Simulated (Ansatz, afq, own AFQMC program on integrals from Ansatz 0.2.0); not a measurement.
Where AFQMC and coupled cluster stand for LiBr⁺, quartet

```xyz
2

Br    0.0000    0.0000    0.0000
Li    0.0000    0.0000    2.5124
```

Basis cc-pVDZ. Noble-gas cores (and the filled d shells of Ga–Kr and In–Xe) are frozen. Ansatz 0.2.0 and our own AFQMC program on the same integrals; the CISD trial comes from CCSD amplitudes, and released means the phaseless constraint is let go. Free AFQMC starts from the CCSD state and is never constrained. Its projection time is finite, and what remains of the start isn't in its error. ± is one standard error of the sampling. No spin–orbit coupling.

Determinant: UHF, the one that the program's search chose, which needn't be the lowest solution. The geometry is a PBE0/def2-TZVP stationary point of this or a neighbouring charge and spin state.

Full CI on the same integrals is exact in this basis and with this determinant's frozen core.

Cautions: no relativity below Rb; no spin-orbit coupling; inner d shell frozen; another spin lies lower (by 7.55 eV); the released energies are still falling, so no released level is given (meV from the phaseless value at times in 1/Eh: 2 ± 4 at 0.24, 6 ± 5 at 0.51, 4 ± 4 at 0.99, 2 ± 5 at 1.62, -3 ± 4 at 2.40), though the last usable value meets full CI within the noise.

```
T1 diagnostic                               : 0.0180
weight of the determinant in the CISD state : 0.942
⟨S²⟩ of the determinant                     : 3.757
size of the correlated space                : 7 electrons in 26 orbitals
```

```tsv
level	correlation energy (eV)
MP2	-2.1265
CCSD	-2.5881
CCSD(T)	-2.6230
```

(1) Estimate where full CI lies against CCSD(T) on the same integrals.

(1) 1.4 kJ/mol below CCSD(T).

Reference: full CI, correlation energy -2.638 eV.

| level | E − E(reference) (kJ/mol) | share of correlation (%) |
| --- | --- | --- |
| CCSD(T) | 1.4 | 99.43 |
| CCSDT | 0.4 | 99.86 |
| CCSDT(Q) | 0.1 | 99.97 |
| ph-AFQMC/HF | 7.7 ± 2.4 | 96.97 |
| ph-AFQMC/CISD | 0.9 ± 0.5 | 99.66 |
| free AFQMC | 0.0 ± 0.4 | 100.00 |

CCSDT and higher add their correlation energy to the determinant of the CCSD(T) run, since their own runs factorise the integrals more tightly (a shift of under 2 meV). Free projections are given only where their last times agree within the noise and don't stop above the reference; a slow remainder of the start can still hide under it. A walk keeps the symmetry of its determinant, which the program's search chose and which needn't be the lowest solution, so a lower state of the same spin and another symmetry isn't excluded.
